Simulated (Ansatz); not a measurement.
# C₅H₆O, SMILES C=C1C=C1OC: a single point in a Gaussian basis

Computed with Ansatz 0.2.0, Python API.

The cells in order, each with its output:

**Cell 1**
```python
import ansatz as az
import numpy as np
```

**Cell 2**
```python
GEOMETRY = """
C     2.03710   -0.62550    0.12820
C     1.17780    0.38080    0.13660
C     0.88960    1.76950    0.22780
C    -0.15150    0.87920    0.06050
O    -1.51450    0.64140   -0.08050
C    -2.01080   -0.67940   -0.23560
H     1.68050   -1.63980    0.01120
H     3.09590   -0.43430    0.23820
H     1.23650    2.78700    0.34420
H    -3.11550   -0.64600   -0.33090
H    -1.58260   -1.14070   -1.15090
H    -1.74250   -1.29230    0.65100
"""
```

**Cell 3**
```python
c5h6o = az.Crystal.molecule()
for line in GEOMETRY.strip().splitlines():
    symbol, *xyz = line.split()
    c5h6o = c5h6o.atom(symbol, [float(v) for v in xyz])

job = c5h6o.calculation().basis(gaussian="cc-pVDZ").functional("b3lyp", dispersion="d4").forces()
outcome = job.run(threads=1)
summary = outcome.report
```

**Cell 4**
```python
type(outcome).__name__, type(summary).__name__
```
Output:
```text
('RunOutcome', 'dict')
```

**Cell 5**
```python
for key in ("converged", "free_energy_ev", "reference_energy_ev", "n_frozen", "n_occupied", "n_virtual"):
    print(f"{key:22s} {summary[key]}")
```
Output:
```text
converged              True
free_energy_ev         -7326.534593912404
reference_energy_ev    -7326.176810218471
n_frozen               0
n_occupied             [22, 22]
n_virtual              [92, 92]
```

**Cell 6**
```python
symbols = [site.symbol for site in c5h6o.cartesian_sites]
print("forces (eV/A)")
for symbol, f in zip(symbols, summary["forces_ev_ang"]):
    print(f"  {symbol:2s} {f[0]:9.4f} {f[1]:9.4f} {f[2]:9.4f}")
```
Output:
```text
forces (eV/A)
  C     0.4193   -0.4742   -0.0027
  C     0.2066   -1.0146   -0.0672
  C    -2.7240   -0.3285   -0.2693
  C    -1.1488    0.7684   -0.0372
  O     2.0535    1.8563    0.3388
  C     0.6406   -0.9440   -0.0261
  H     0.0050   -0.3249   -0.0269
  H     0.3351   -0.0562    0.0251
  H     0.0461    0.1510    0.0167
  H     0.4178    0.3410    0.0661
  H    -0.1486   -0.0080    0.2456
  H    -0.1027    0.0337   -0.2629
```

**Cell 7**
```python
charges = summary["charge_distribution"]
print("dipole moment", round(4.803205 * float(np.linalg.norm(charges["dipole_moment_e_ang"])), 3), "D")
print("Mulliken:", [(s, round(q, 3)) for s, q in zip(symbols, charges["mulliken_charges_e"])])
```
Output:
```text
dipole moment 1.942 D
Mulliken: [('C', -0.06), ('C', 0.078), ('C', -0.069), ('C', 0.089), ('O', -0.253), ('C', 0.11), ('H', -0.017), ('H', -0.01), ('H', -0.006), ('H', 0.05), ('H', 0.044), ('H', 0.044)]
```

What to keep in mind:
- Total energies depend on the basis set; only differences at equal settings carry meaning.
- The geometry is a force-field or estimated start, not a minimum of this method, and the basis set is short of its limit.
- Total less reference energy is the dispersion correction.
- b3lyp holds the VWN-RPA fit, as in Gaussian; the form of ORCA and Turbomole is b3lyp5.
- Finished in 6.7 s on 1 thread of Intel(R) Xeon(R) Platinum 8259CL CPU @ 2.50GHz (Skylake/Cascade Lake), on a shared host, peak memory 0.29 GiB.

(Lines on the test bed's own set-up are left out of the output.)
